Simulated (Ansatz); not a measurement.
```yaml
crystal:
  periodic: [true, true, true]
  atoms:
    - {symbol: C, position_ang: [-0.729037, 1.066682, -0.417875]}
    - {symbol: Al, position_ang: [0.571500, -0.326575, -0.037903]}
    - {symbol: S, position_ang: [-0.003731, -1.933243, 1.331902]}
    - {symbol: H, position_ang: [-0.342770, 2.048268, -0.124316]}
    - {symbol: H, position_ang: [-1.676349, 0.908561, 0.102414]}
    - {symbol: H, position_ang: [-0.938042, 1.121302, -1.491202]}
    - {symbol: H, position_ang: [2.030232, -0.381199, -0.654312]}
    - {symbol: H, position_ang: [1.180296, -2.560898, 1.235491]}
basis:
  gaussian: {orbitals: cc-pVTZ-DK}
hamiltonian: {xc: {name: r2SCANh}}
accuracy: high
output: {forces: true}
```

```sh
$ ansatz run in.yaml --threads 2 --pin off --events-out ev --progress --plain --max-ram 32768MiB --backend cpu
```

Output, abridged:

```
Error: YAML parse error: error: line 2 column 3: crystal: missing field `lattice` (a structure is typed as `lattice` and `atoms`, a molecule's as `atoms` in Å alone, or read from a run's directory, `checkpoint`)
 --> <input>:2:3
1 | crystal:
2 |   periodic: [true, true, true]
3 |   atoms:
4 |     - {symbol: C, position_ang: [-0.729037, 1.066682, -0.417875]}
```

(1) Something in this input is off. What?

Results:

(1) The molecule is marked periodic without a cell. The program refused the input.
